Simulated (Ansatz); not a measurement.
## Ansatz (development build ahead of 0.2.0) run

```yaml
crystal:
  periodic: [false, false, false]
  atoms:
    - { symbol: C, position_ang: [0.55196, 0.07842, -0.35021] }
    - { symbol: "N", position_ang: [-0.43717, -0.13561, 0.37772] }
    - { symbol: H, position_ang: [-0.78495, -0.53609, 1.24891] }
    - { symbol: H, position_ang: [0.42663, 0.604, -1.30217] }
    - { symbol: H, position_ang: [1.54861, -0.26218, -0.03245] }
basis:
  gaussian: { orbitals: def2-SVP }
total_charge: 1
magnetization:
  spin_polarized: true
  initial_magnetization: 1
hamiltonian:
  xc: hf
output:
  forces: true
```

The input is written out in the form of the current development build from the run's settings.

Results

* Converged: yes
* Total energy: -93.64887 hartree
* Spin squared of the determinant: 0.859
* Stability test: minimum

Forces (eV/Å):
```tsv
atom	Fx	Fy	Fz
C1	-0.027	-0.003	0.016
N2	0.344	-0.061	0.004
H3	-0.029	0.086	-0.154
H4	-0.049	-0.069	0.145
H5	-0.238	0.047	-0.010
```

Caution: the unrestricted determinant is spin contaminated.
